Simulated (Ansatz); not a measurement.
Take Ge in the diamond structure (space group Fd-3m, No. 227) as the base.

```yaml
crystal:
  lattice:
    - [0.00000, 2.88084, 2.88084]
    - [2.88084, 0.00000, 2.88084]
    - [2.88084, 2.88084, 0.00000]
  atoms:
    - { symbol: Ge, position: [0.50000, 0.50000, 0.50000] }
    - { symbol: Ge, position: [0.75000, 0.75000, 0.75000] }
```

The values are results of PBE (Ansatz, an electronic-structure program, PAW, no SOC), not measurements.

It is then changed as follows: Si takes the place of Ge on all its sites; the structure is relaxed again.

Measured lattice parameter a: Ge 5.644 Å (static lattice; corrected from measurement; as listed in Daniel Mejia-Rodriguez, S. B. Trickey, Phys. Rev. B (2018)); Si 5.421 Å (static lattice; corrected from measurement; as listed in Daniel Mejia-Rodriguez, S. B. Trickey, Phys. Rev. B (2018)).

How well does PBE reproduce the measured shift?

With PBE the lattice parameter a moves by -0.291 Å (5.762 → 5.470) against -0.223 Å measured.

No phonon test of stability was made.
